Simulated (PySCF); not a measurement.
# Converging CS in the basis (HF)

PySCF, RHF reference; singlet, unpaired electrons none; De to C + S without counterpoise correction.

```json
{"basis": "STO-3G", "relativity": "no relativity", "functions": "14", "Re (Å)": "1.519", "ωe (cm⁻¹)": "1576", "De (eV)": "3.89", "μ (D)": "1.01"}
{"basis": "cc-pVDZ/cc-pV(D+d)Z", "relativity": "no relativity", "functions": "37", "Re (Å)": "1.520", "ωe (cm⁻¹)": "1439", "De (eV)": "4.11", "μ (D)": "1.60"}
{"basis": "def2-SVPD", "relativity": "no relativity", "functions": "47", "Re (Å)": "1.517", "ωe (cm⁻¹)": "1435", "De (eV)": "4.13", "μ (D)": "1.72"}
{"basis": "x2c-TZVPPall", "relativity": "spin-free X2C", "functions": "73", "Re (Å)": "1.510", "ωe (cm⁻¹)": "1425", "De (eV)": "4.22", "μ (D)": "1.74"}
```

(1) How does each smaller set differ from the one with most functions, x2c-TZVPPall?

A positive dipole means C(−)S(+). Measured (Huber and Herzberg, Constants of Diatomic Molecules (1979)): Re = 1.534941 Å, ωe = 1285.08 cm⁻¹. Where the molecule has an RHF reference, its open-shell atoms are computed with UHF. STO-3G is very small, so such numbers show the basis as much as the molecule. Hartree–Fock leaves out correlation, which carries a large part of most bond energies and some tenths to 1 eV of ionisation energies.

Results:

(1) STO-3G: +0.9 pm, +10.6 % in ωe, -0.33 eV in De; cc-pVDZ/cc-pV(D+d)Z: +1.0 pm, +1.0 % in ωe, -0.11 eV in De; def2-SVPD: +0.7 pm, +0.7 % in ωe, -0.09 eV in De. All at HF; the set with most functions is neither the basis-set limit nor always the best. The rows treat relativity differently, so the differences are not basis effects alone.
